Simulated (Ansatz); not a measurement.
**Si2H6O (disiloxane) at 6 levels**

Aim: a comparison of 6 runs (HF/STO-3G, HF/3-21G, B2PLYP/cc-pVDZ, CAM-B3LYP/cc-pVDZ, HSE06/cc-pVDZ, wB97M-V/cc-pVDZ) of Si2H6O (disiloxane). 

Program for the calculation: Ansatz 0.2.0.

60 further runs of the same task are left out: 60 set aside as unsound or not needed.

### Step 1. Starting point

The species is Si2H6O (9 atoms), meant as a singlet with charge 0. SMILES: `[SiH3]O[SiH3]`. One bond was lengthened or shortened from a relaxed shape.

Bond lengths: Si1–O2 1.879 Å, O2–Si3 1.634 Å, Si1–H4 1.487 Å, Si1–H5 1.483 Å, Si1–H6 1.487 Å, Si3–H7 1.483 Å, Si3–H8 1.486 Å, Si3–H9 1.487 Å. Some angles: Si1–O2–Si3 147.2°, O2–Si1–H4 110.2°, O2–Si1–H5 108.3°, O2–Si1–H6 110.2°, O2–Si3–H7 108.3°, O2–Si3–H8 110.2°, O2–Si3–H9 110.2°, H4–Si1–H5 109.6°, H4–Si1–H6 109.0°, H5–Si1–H6 109.6°.

### Step 2. A single-point energy at HF/STO-3G (run 1)

molecule.yaml reads:

```yaml
crystal:
  periodic: [false, false, false]
  atoms:
    - {symbol: Si, position_ang: [-0.880661, 1.196907, -1.020638]}
    - {symbol: O, position_ang: [0.425550, 0.090990, -0.245380]}
    - {symbol: Si, position_ang: [0.775570, -1.038810, 0.881750]}
    - {symbol: H, position_ang: [-1.957641, 0.370827, -1.626778]}
    - {symbol: H, position_ang: [-0.231011, 2.016667, -2.071338]}
    - {symbol: H, position_ang: [-1.476541, 2.087007, 0.010212]}
    - {symbol: H, position_ang: [2.224270, -1.343130, 0.800010]}
    - {symbol: H, position_ang: [-0.009310, -2.275600, 0.628780]}
    - {symbol: H, position_ang: [0.448290, -0.527870, 2.238910]}
basis:
  gaussian:
    orbitals: STO-3G
hamiltonian:
  xc: hf
accuracy: high
output: {orbitals: {seedname: orbitals}}
```

Command:

```console
ansatz run molecule.yaml --threads 1 --pin off --max-ram 3480MiB --events-out events.jsonl --progress --plain --runs-dir runs
```

Standard output:

```text
Warning: RAYON_NUM_THREADS=1 ignored (pool sized by the plan → 1); use --threads N
Functional definition: HF
  name "HF"
  exchange = exact_x
  correlation = 0
556 factors; integrals over basis functions are off by at most 3.5e-9 eV
mean field evaluation 1: about -17644.9819 eV, gradient 2.4e1 eV
mean field evaluation 2: about -17645.0090 eV, gradient 2.4e1 eV
mean field evaluation 4: about -17647.2994 eV, gradient 1.5e0 eV
mean field evaluation 8: about -17647.3115 eV, gradient 3.3e-2 eV
mean field -17647.31147657 eV, -648.5267349867 hartree, gradient 1.4e-8 eV, S^2 0.000000; 0 other end points of the search recorded, 0 dependent functions left out
reference -17647.31147657 eV, -648.5267349867 hartree; 21, 21 occupied and 8, 8 virtual orbitals, 556 factors
Total energy: -17647.31147657 eV, -648.5267349867 hartree
```

Run time: 0.36 s. Hardware: 1 thread of Intel Xeon Platinum 8259CL at 2.50GHz (Skylake/Cascade Lake), shared host.

### Step 3. The energy at HF/3-21G (run 2)

molecule.yaml: that of step 2 with these lines changed.

```diff
@@ -1 +1,3 @@
+basis:
+  gaussian: {orbitals: 3-21G.json}
 crystal:
@@ -12,7 +14,3 @@
     - {symbol: H, position_ang: [0.448290, -0.527870, 2.238910]}
-basis:
-  gaussian:
-    orbitals: STO-3G
-hamiltonian:
-  xc: hf
+hamiltonian: {xc: hf}
 accuracy: high
```

The basis set 3-21G is read from a file made from the Basis Set Exchange's data (not shown).

Command:

```console
ansatz run molecule.yaml --threads 1 --pin off --max-ram 3480MiB --events-out events.jsonl --progress --plain --runs-dir runs
```

Standard output:

```text
Warning: RAYON_NUM_THREADS=1 ignored (pool sized by the plan → 1); use --threads N
[... 4 set-up lines as earlier in the session ...]
1067 factors; integrals over basis functions are off by at most 3.7e-9 eV
mean field evaluation 1: about -17759.9253 eV, gradient 3.3e1 eV
mean field evaluation 2: about -17760.2180 eV, gradient 3.4e1 eV
mean field evaluation 4: about -17762.5607 eV, gradient 1.9e0 eV
mean field evaluation 8: about -17762.5898 eV, gradient 8.7e-2 eV
mean field evaluation 16: about -17762.5899 eV, gradient 4.5e-8 eV
mean field -17762.58985492 eV, -652.7631372524 hartree, gradient 4.5e-8 eV, S^2 0.000000; 0 other end points of the search recorded, 0 dependent functions left out
reference -17762.58985492 eV, -652.7631372524 hartree; 21, 21 occupied and 26, 26 virtual orbitals, 1067 factors
Total energy: -17762.58985492 eV, -652.7631372524 hartree
```

It took 0.7 s on 1 thread of Intel Xeon Platinum 8259CL at 2.50GHz (Skylake/Cascade Lake), shared host; peak memory 0.11 GiB.

Runs 3 to 5 aren't shown in full; the table further down has their settings and results.

### Step 4. A single-point energy at wB97M-V/cc-pVDZ (run 6)

job.yaml reads:

```yaml
basis:
  gaussian:
    orbitals: cc-pVDZ
crystal:
  periodic: [false, false, false]
  atoms:
    - symbol: Si
      position_ang: [-0.880661, 1.196907, -1.020638]
    - symbol: O
      position_ang: [0.425550, 0.090990, -0.245380]
    - symbol: Si
      position_ang: [0.775570, -1.038810, 0.881750]
    - symbol: H
      position_ang: [-1.957641, 0.370827, -1.626778]
    - symbol: H
      position_ang: [-0.231011, 2.016667, -2.071338]
    - symbol: H
      position_ang: [-1.476541, 2.087007, 0.010212]
    - symbol: H
      position_ang: [2.224270, -1.343130, 0.800010]
    - symbol: H
      position_ang: [-0.009310, -2.275600, 0.628780]
    - symbol: H
      position_ang: [0.448290, -0.527870, 2.238910]
hamiltonian:
  xc: {name: wB97M-V}
accuracy: high
output: {orbitals: {seedname: orbitals}}
```

Command:

```console
ansatz run job.yaml --threads 1 --pin off --max-ram 3480MiB --events-out events.jsonl --progress --plain --runs-dir runs
```

Standard output (excerpt; [...] marks lines left out):

```text
Warning: RAYON_NUM_THREADS=1 ignored (pool sized by the plan → 1); use --threads N
Functional definition: wB97M-V
  name "wB97M-V"
[...]
  gx(w, u) = 1 - cx + cx01*u + cx10*w
  gss(w, u) = css00 + css04*u^4 + css10*w + css20*w^2 + css43*w^4*u^3
  gos(w, u) = cos00 + cos10*w + (cos20 + cos21*u)*w^2 + (cos60 + cos61*u)*w^6
[...]
      + integral(e_c_pw_mod_opposite_spin*gos(b97_w_opposite, b97_u_opposite)) + vv10(b, c)
1875 factors; integrals over basis functions are off by at most 3.6e-9 eV
394 factors; integrals over basis functions are off by at most 1.9e-9 eV
[...]
mean field -17898.55923768 eV, -657.7599199054 hartree, gradient 3.0e-8 eV, S^2 0.000000; 0 other end points of the search recorded, 0 dependent functions left out
reference -17898.55924279 eV, -657.7599200934 hartree; 21, 21 occupied and 59, 59 virtual orbitals, 1875 factors
Total energy: -17898.55924279 eV, -657.7599200934 hartree
```

Wall time 57 s (1 thread of Intel Xeon Platinum 8259CL at 2.50GHz (Skylake/Cascade Lake), shared host); peak memory 0.54 GiB.

### Step 5. The series

```
run              level  frozen core orbitals  energy (Eh)  HOMO energy (eV)  LUMO energy (eV)  HOMO–LUMO gap (eV)  wall time
  1          HF/STO-3G                     –  -648.526735             -7.81              9.49               17.30     0.36 s
  2           HF/3-21G                     –  -652.763137            -11.50              3.61               15.11      0.7 s
  3     B2PLYP/cc-pVDZ                    11  -657.518395             -9.52              0.99               10.52       17 s
  4  CAM-B3LYP/cc-pVDZ                     –  -657.825259             -9.53              0.77               10.29      8.1 s
  5      HSE06/cc-pVDZ                     –  -657.492238             -7.76             -0.78                6.98      7.8 s
  6    wB97M-V/cc-pVDZ                     –  -657.759920            -10.43              1.58               12.01       57 s
```

### Step 6. Summary of results

| quantity | value |
| --- | --- |
| run 6: total energy | -657.75992 Eh |
| run 6: HOMO energy | -10.43 eV |
| run 6: LUMO energy | 1.58 eV |
| run 6: HOMO–LUMO gap | 12.01 eV |

**Reading.** The HOMO–LUMO gap runs from 6.98 eV (HSE06/cc-pVDZ) to 17.30 eV (HF/STO-3G). The two ends differ in method and basis. Totals of different functionals can't be ranked against each other. In run 1 the basis is minimal, so the values are rough. All runs together took 91 s, the longest 57 s.
